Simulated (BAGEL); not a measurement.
**One shape, several levels: singlet Si2H4Cl+**

Wanted: a comparison of 6 runs (HF/3-21G, HF/6-31G*, B3LYP/6-31G*, B3LYP/aug-cc-pVDZ, PBE0/aug-cc-pVDZ, RI-MP2/aug-cc-pVDZ) of singlet Si2H4Cl+. 

The calculation is run with BAGEL 1.2.2.

2 further runs of the same task are left out: 2 set aside as unsound or not needed.

## 1. The molecule

Si2H4Cl+ has 7 atoms, charge +1, and is taken as a singlet. SMILES of the parent species: `[SiH2][SiH2]Cl`. The shape is that of a PBE0-D4/def2-TZVP optimisation. This is one conformer, not always the lowest. That shape belongs to the parent species and isn't relaxed for this state.

Bond lengths: Si1–Si2 2.324 Å, Si2–Cl3 2.062 Å, Si1–H4 1.487 Å, Si1–H5 1.489 Å, Si2–H6 1.484 Å, Si2–H7 1.486 Å. Angles: Si1–Si2–Cl3 108.2°, Si1–Si2–H6 110.2°, Si1–Si2–H7 113.9°, Cl3–Si2–H6 108.4°, Cl3–Si2–H7 107.1°, Si2–Si1–H4 113.9°, Si2–Si1–H5 113.5°, H6–Si2–H7 108.9°, H4–Si1–H5 110.7°.

## 2. The energy at HF/3-21G (density fitting with qzvpp-jkfit) (run 1)

File hf.json:

```json
{ "bagel": [

{
  "title": "molecule",
  "basis": "3-21g",
  "df_basis": "qzvpp-jkfit",
  "angstrom": true,
  "geometry": [
    { "atom": "Si", "xyz": [   -1.304600,    0.197100,   -0.490100 ] },
    { "atom": "Si", "xyz": [    0.776300,   -0.077600,    0.507200 ] },
    { "atom": "Cl", "xyz": [    0.893700,   -2.004700,    1.231800 ] },
    { "atom": "H", "xyz": [   -1.568700,   -0.750400,   -1.605500 ] },
    { "atom": "H", "xyz": [   -1.580900,    1.597700,   -0.913100 ] },
    { "atom": "H", "xyz": [    0.925300,    0.861100,    1.647000 ] },
    { "atom": "H", "xyz": [    1.920200,    0.108800,   -0.423000 ] }
  ]
},
{
  "title": "hf",
  "charge": 1
},
{
  "title": "print",
  "file": "orbitals.molden",
  "orbitals": true
}

]}
```

Started as:

```console
$ BAGEL_NUM_THREADS=1 BAGEL hf.json > hf.out
```

The log of the run:

```text
* using 1 threads per process

  ===============================================================
  ===============================================================

  *** Geometry ***

  { "atom" : "Si", "xyz" : [     -2.465337,      0.372465,     -0.926155 ] },
  { "atom" : "Si", "xyz" : [      1.466994,     -0.146643,      0.958469 ] },
  { "atom" : "Cl", "xyz" : [      1.688848,     -3.788334,      2.327765 ] },
  { "atom" : "H", "xyz" : [     -2.964413,     -1.418050,     -3.033955 ] },
  { "atom" : "H", "xyz" : [     -2.987468,      3.019215,     -1.725509 ] },
  { "atom" : "H", "xyz" : [      1.748564,      1.627243,      3.112379 ] },
  { "atom" : "H", "xyz" : [      3.628652,      0.205602,     -0.799354 ] },

  Number of auxiliary basis functions:      456

  Since a DF basis is specified, we compute 2- and 3-index integrals:
    o Being stored without compression. Storage requirement is 0.008 GB

  Number of basis functions:       47
  Number of electrons      :       49

    * METHOD: MOLECULE                             0.71

  *** RHF ***

  === Nuclear Repulsion ===
   181.6274829983

      * DIIS with orbital gradients will be used.

  === RHF iteration (3-21g) ===
      0      -1033.99947695          0.01229261           0.11
      1      -1034.08375308          0.00400222           0.17
      2      -1034.09040927          0.00097355           0.14
[... 9 lines of this table left out ...]
     12      -1034.09095252          0.00000001           0.08
    * SCF iteration converged.

    * Permanent dipole moment:
           (    2.210654,    -2.205403,     1.516257) a.u.

    * METHOD: HF                                   2.28

    * METHOD: PRINT                                0.01

  ===============================================================
```

Run time: 3.9 s. Hardware: 1 thread of Intel Xeon at 2.50GHz (Skylake/Cascade Lake), shared host.

## 3. A single-point energy at HF/6-31G(d) (density fitting with qzvpp-jkfit, spherical functions) (run 2)

File job.json:

```json
{ "bagel": [

{
  "title": "molecule",
  "basis": "6-31gs.json",
  "df_basis": "qzvpp-jkfit",
  "angstrom": true,
  "geometry": [
    { "atom": "Si", "xyz": [   -1.304600,    0.197100,   -0.490100 ] },
    { "atom": "Si", "xyz": [    0.776300,   -0.077600,    0.507200 ] },
    { "atom": "Cl", "xyz": [    0.893700,   -2.004700,    1.231800 ] },
    { "atom": "H", "xyz": [   -1.568700,   -0.750400,   -1.605500 ] },
    { "atom": "H", "xyz": [   -1.580900,    1.597700,   -0.913100 ] },
    { "atom": "H", "xyz": [    0.925300,    0.861100,    1.647000 ] },
    { "atom": "H", "xyz": [    1.920200,    0.108800,   -0.423000 ] }
  ]
},
{ "title": "hf", "charge": 1 },
{ "title": "print", "file": "orbitals.molden", "orbitals": true }

]}
```

The basis set 6-31G* is read from a file made from the Basis Set Exchange's data (not shown).

Started as:

```console
$ BAGEL_NUM_THREADS=1 BAGEL job.json > job.out
```

The log of the run:

```text
* using 1 threads per process

  ===============================================================
  ===============================================================

  *** Geometry ***

  { "atom" : "Si", "xyz" : [     -2.465337,      0.372465,     -0.926155 ] },
  { "atom" : "Si", "xyz" : [      1.466994,     -0.146643,      0.958469 ] },
  { "atom" : "Cl", "xyz" : [      1.688848,     -3.788334,      2.327765 ] },
  { "atom" : "H", "xyz" : [     -2.964413,     -1.418050,     -3.033955 ] },
  { "atom" : "H", "xyz" : [     -2.987468,      3.019215,     -1.725509 ] },
  { "atom" : "H", "xyz" : [      1.748564,      1.627243,      3.112379 ] },
  { "atom" : "H", "xyz" : [      3.628652,      0.205602,     -0.799354 ] },

  Number of auxiliary basis functions:      456

  Since a DF basis is specified, we compute 2- and 3-index integrals:
    o Being stored without compression. Storage requirement is 0.014 GB

  Number of basis functions:       62
  Number of electrons      :       49

    * METHOD: MOLECULE                             1.11

  *** RHF ***

  === Nuclear Repulsion ===
   181.6274829983

      * DIIS with orbital gradients will be used.

  === RHF iteration (6-31gs.json) ===
      0      -1039.22983703          0.01246865           0.24
      1      -1039.33116657          0.00437515           0.21
      2      -1039.34101270          0.00117175           0.10
[... 9 lines of this table left out ...]
     12      -1039.34194342          0.00000000           0.22
    * SCF iteration converged.

    * Permanent dipole moment:
           (    2.207136,    -1.916266,     1.380476) a.u.

    * METHOD: HF                                   2.84

    * METHOD: PRINT                                0.03

  ===============================================================
```

Run time: 4.8 s. Hardware: 1 thread of Intel Xeon at 2.50GHz (Skylake/Cascade Lake), shared host.

Runs 3 to 5 aren't shown in full; the table further down has their settings and results.

## 4. A single-point energy at RI-MP2/aug-cc-pVDZ (density fitting with qzvpp-jkfit) (run 6)

File job.json:

```json
{ "bagel" : [

{
  "title" : "molecule",
  "basis" : "aug-cc-pvdz.json",
  "df_basis" : "qzvpp-jkfit",
  "angstrom" : true,
  "geometry" : [
    { "atom" : "Si", "xyz" : [   -1.304600,    0.197100,   -0.490100 ] },
    { "atom" : "Si", "xyz" : [    0.776300,   -0.077600,    0.507200 ] },
    { "atom" : "Cl", "xyz" : [    0.893700,   -2.004700,    1.231800 ] },
    { "atom" : "H", "xyz" : [   -1.568700,   -0.750400,   -1.605500 ] },
    { "atom" : "H", "xyz" : [   -1.580900,    1.597700,   -0.913100 ] },
    { "atom" : "H", "xyz" : [    0.925300,    0.861100,    1.647000 ] },
    { "atom" : "H", "xyz" : [    1.920200,    0.108800,   -0.423000 ] }
  ]
},
{ "title" : "hf", "charge" : 1 },
{ "title" : "mp2", "charge" : 1, "ncore" : 15 }

]}
```

The basis set aug-cc-pVDZ is read from a file made from the Basis Set Exchange's data (not shown).

Started as:

```console
$ BAGEL_NUM_THREADS=1 BAGEL job.json > job.out
```

The log of the run:

```text
* using 1 threads per process

  ===============================================================
  ===============================================================

  *** Geometry ***

[... 31 lines left out ...]
    * SCF iteration converged.
[... 1 line left out ...]
    * Permanent dipole moment:
[... 2 lines left out ...]
    * METHOD: HF                                   6.99

  *** RHF ***

  === Nuclear Repulsion ===
   181.6274829983

      * DIIS with orbital gradients will be used.

  === RHF iteration (aug-cc-pvdz.json) ===
      0      -1039.40925511          0.00000000           0.29
    * SCF iteration converged.

    * Permanent dipole moment:
           (    2.071686,    -1.737032,     1.284129) a.u.

  === DF-MP2 calculation ===

    * freezing 15 orbitals
    * 3-index integral transformation done
    * assembly done

      MP2 correlation energy:   -0.3255199069      0.11

      MP2 total energy:       -1039.7347750121

    * METHOD: MP2                                  0.82

  ===============================================================
```

It took 11 s on 1 thread of Intel Xeon at 2.50GHz (Skylake/Cascade Lake), shared host.

## 5. The series

| run | level | frozen core orbitals | energy (Eh) | HOMO energy (eV) | LUMO energy (eV) | HOMO–LUMO gap (eV) | wall time |
| --- | --- | --- | --- | --- | --- | --- | --- |
| 1 | HF/3-21G (density fitting with qzvpp-jkfit) | – | -1034.090953 | -16.56 | -7.61 | 8.94 | 3.9 s |
| 2 | HF/6-31G* (density fitting with qzvpp-jkfit, spherical functions) | – | -1039.341943 | -16.53 | -7.31 | 9.22 | 4.8 s |
| 3 | B3LYP/6-31G* (density fitting with qzvpp-jkfit, spherical functions) | – | -1041.261217 | -13.14 | -10.82 | 2.32 | 23 s |
| 4 | B3LYP/aug-cc-pVDZ (density fitting with qzvpp-jkfit) | – | -1041.326195 | -13.21 | -10.75 | 2.46 | 42 s |
| 5 | PBE0/aug-cc-pVDZ (density fitting with qzvpp-jkfit) | – | -1040.872508 | -13.46 | -10.53 | 2.94 | 43 s |
| 6 | RI-MP2/aug-cc-pVDZ (density fitting with qzvpp-jkfit) | 15 | -1039.734775 | – | – | – | 11 s |

## 6. Outcome

| quantity | value |
| --- | --- |
| run 6: total energy | -1039.73478 Eh |
| run 6: correlation energy (15 core orbitals frozen) | -325.5 mEh |

What this shows: Over runs 1, 2, 3, 4, 5 the HOMO–LUMO gap runs from 2.32 eV (B3LYP/6-31G*) to 9.22 eV (HF/6-31G*). Exact exchange widens orbital gaps. Totals of different functionals can't be ranked against each other. All runs together took 2.1 min, the longest 43 s.
